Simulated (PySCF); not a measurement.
How the method changes the constants of NaP

State: ³Σ⁻ (triplet), unpaired electrons π ↑↑. Set-up: Na 3-21G, P 3-21G; no relativity (PySCF 2.14). De refers to Na + P in their high-spin ground configurations, without counterpoise correction. The functionals are run spin-unrestricted. A positive dipole means Na(−)P(+).

| Level | Re (Å) | ωe (cm⁻¹) | De (eV) | μ (D) |
| --- | --- | --- | --- | --- |
| ROHF | 2.735 | 277 | 0.029 | -8.86 |
| ROHF-MP2 | 2.764 | 263 | 0.471 | n/a |
| ROHF-SCS-MP2 | 2.768 | 261 | 0.499 | n/a |
| ROHF-CCSD | 2.819 | 230 | 0.67 | n/a |
| ROHF-CCSD(T) | 2.824 | 227 | 0.70 | n/a |
| PBE | 2.729 | 255 | 1.38 | -6.20 |
| revPBE | 2.756 | 249 | 1.32 | -6.27 |
| r²SCAN | 2.754 | 249 | 1.29 | -6.86 |
| B3LYP | 2.708 | 264 | 1.36 | -6.59 |
| PBE0 | 2.720 | 261 | 1.24 | -7.07 |
| M06 | 2.741 | 260 | 1.57 | -7.59 |
| CAM-B3LYP | 2.679 | 276 | 1.28 | -7.29 |

The bond length runs from 2.679 Å (CAM-B3LYP) to 2.824 Å (ROHF-CCSD(T)). De spans 0.03 eV (ROHF, mean field) to 1.57 eV (M06, hybrid meta-GGA). Correlation at CCSD(T) changes the Hartree–Fock bond energy by +0.67 eV; the triples alone change it by +0.03 eV.

Correlated steps freeze 6 core orbitals. The CCSD T1 diagnostic is raised, a sign that a single reference may not be enough here. 3-21G is very small, so such numbers show the basis as much as the molecule. The state is the lowest determinant that a PBE0 search found; another state may lie lower at other levels.
